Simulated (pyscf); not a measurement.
HO–Zn–Cl + H₂S → HO–SH + Cl–ZnH (four-centre exchange; singlet surface; O–Zn, H–S broken, O–S, H–Zn formed). Single points on ωB97X-D3(BJ)/def2-SVP structures (PySCF, gas phase). Energies in kJ/mol from the separated reactants.

```csv
level,barrier,reaction energy
ωB97X-D3(BJ)/def2-TZVP,277.3,+155.6
PBE/def2-TZVP,239.0,+146.4
B3LYP-D3(BJ)/def2-TZVP,262.1,+151.0
M06-2X/def2-TZVP,271.3,+161.7
ωB97M-D3(BJ)/def2-TZVP,___,___
HF/def2-TZVP,___,+163.7
```

**Question.** Fill in the missing entries.

**Answer.** 
- ωB97M-D3(BJ)/def2-TZVP, barrier: 277.7
- ωB97M-D3(BJ)/def2-TZVP, reaction energy: +150.5
- HF/def2-TZVP, barrier: 367.1

The functionals in the table span 38.8 kJ/mol in this barrier, from PBE to ωB97M-D3(BJ)/def2-TZVP. On the reactant side the descent ends in an adduct with a S–Zn contact, 54.1 kJ/mol under the separated species and 331.4 kJ/mol under the saddle at ωB97X-D3(BJ)/def2-TZVP. On the product side the descent ends in an adduct with a O–Zn contact, 44.2 kJ/mol under the separated species and 166.0 kJ/mol under the saddle at ωB97X-D3(BJ)/def2-TZVP. What is counted as broken (O–Zn) persists as a longer contact in the product adduct; parting that adduct is a step of its own. The same reactants have a lower exit, to H₂O + HS–Zn–Cl (barrier -17.3 kJ/mol at ωB97M-D3(BJ)/def2-TZVP, against +277.7 kJ/mol here). One saddle was located; it need not be the lowest between these sides. Elements up to Kr have no core potential and no relativistic terms here.
